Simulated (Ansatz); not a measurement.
Crystal: Pb2O5, cubic X2O5 type, 14 atoms in the cell.

Space group Pn-3m, simple cubic cell, positions in fractions of the edge: Pb (0 0 0), (0.5 0.5 0), (0.5 0 0.5), (0 0.5 0.5); O (0.5 0 0), (0 0.5 0), (0 0 0.5), (0.5 0.5 0.5), (0.75 0.75 0.25), (0.75 0.25 0.75), (0.25 0.75 0.75), (0.75 0.25 0.25), (0.25 0.75 0.25), (0.25 0.25 0.75).

These are results of Ansatz, PBE, plane waves, PAW datasets (generated soft set 1), not measurements.

Cutoff 420 eV; k-mesh 20×20×20 Γ-centred; Fermi–Dirac smearing of 0.0612 eV; no spin polarisation; no spin–orbit coupling.

**Question.** What equilibrium volume, lattice constant and bulk modulus does this give?

**Answer.** V₀ = 12.587 Å³/atom (a₀ = 5.606 Å), B₀ = 96.5 GPa, B₀′ = 5.31. The points behind the fit:

```json
{"V (Å³/atom)": "11.853", "a (Å)": "5.4952", "E − E(min) (meV/atom)": "14.62", "P (GPa)": "6.80"}
{"V (Å³/atom)": "12.105", "a (Å)": "5.5339", "E − E(min) (meV/atom)": "6.02", "P (GPa)": "4.18"}
{"V (Å³/atom)": "12.357", "a (Å)": "5.5721", "E − E(min) (meV/atom)": "1.30", "P (GPa)": "1.87"}
{"V (Å³/atom)": "12.610", "a (Å)": "5.6098", "E − E(min) (meV/atom)": "0.00", "P (GPa)": "-0.17"}
{"V (Å³/atom)": "12.862", "a (Å)": "5.6469", "E − E(min) (meV/atom)": "1.71", "P (GPa)": "-1.96"}
{"V (Å³/atom)": "13.114", "a (Å)": "5.6836", "E − E(min) (meV/atom)": "6.07", "P (GPa)": "-3.55"}
{"V (Å³/atom)": "13.366", "a (Å)": "5.7198", "E − E(min) (meV/atom)": "12.77", "P (GPa)": "-4.94"}
```

The published all-electron PBE values for this crystal (mean of FLEUR and WIEN2k, k-spacing 0.06 Å⁻¹; Bosoni et al., Nat. Rev. Phys. 6, 45 (2024)) are V₀ = 12.604 Å³/atom, B₀ = 95.9 GPa, B₀′ = 5.33.

The stress includes the program's correction for the finite plane-wave basis.

This cubic structure is a model: it isn't the usual form of the substance at ambient conditions, and such phases are metastable or hypothetical. Spin polarisation is left out, and a magnetic state may lie lower. Spin–orbit coupling is left out, which matters for 6p elements such as Tl, Pb and Bi.
